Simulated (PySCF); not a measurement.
# NaLi: frontier orbitals

B2PLYP at R = 2.916 Å; PySCF, spin-free X2C with a Gaussian nucleus, basis sets Na jorge-DZP-DKH, Li jorge-DZP-DKH. State: ¹Σ⁺ (singlet), closed shell. Only the outer orbitals are listed, counted within each symmetry.

| orbital | occ. | ε (eV) | on Na (%) | main shells (%) |
| --- | --- | --- | --- | --- |
| 3σ | 2 | -59.79 | 0 | 100 Li s |
| 4σ | 2 | -35.12 | 100 | 100 Na p |
| 1π | 2 | -35.12 | 100 | 100 Na p |
| 1π | 2 | -35.12 | 100 | 100 Na p |
| 5σ | 2 | -4.03 | 35 | 58 Li s, 37 Na s |
| 6σ | 0 | -0.74 | 46 | 41 Li p, 34 Na p, 13 Li s |
| 2π | 0 | -0.01 | 36 | 64 Li p, 36 Na p |
| 2π | 0 | -0.01 | 36 | 64 Li p, 36 Na p |

**Question.** Which are the highest filled and the lowest empty level, where do they sit, and how wide is the gap?

**Answer.** Highest filled 5σ at -4.03 eV (in %: 58 Li s, 37 Na s); lowest empty 6σ at -0.74 eV (in %: 41 Li p, 34 Na p, 13 Li s); the gap at B2PLYP is 3.29 eV.

The bond order (Mayer) is 0.92 and the ⟨S²⟩ is 0.000. The charge on Na (Mulliken, basis-dependent) is 0.29 and the charge on Na (Löwdin, basis-dependent) is 0.10. The dipole moment (positive dipole means Na(−)Li(+)) is -0.23 D.

Correlated steps freeze 1 core orbital. Closed-shell solutions of metal pairs were not tested for spin polarisation, which can lower them a little. B2PLYP dipoles, levels and charges come from its SCF part alone.
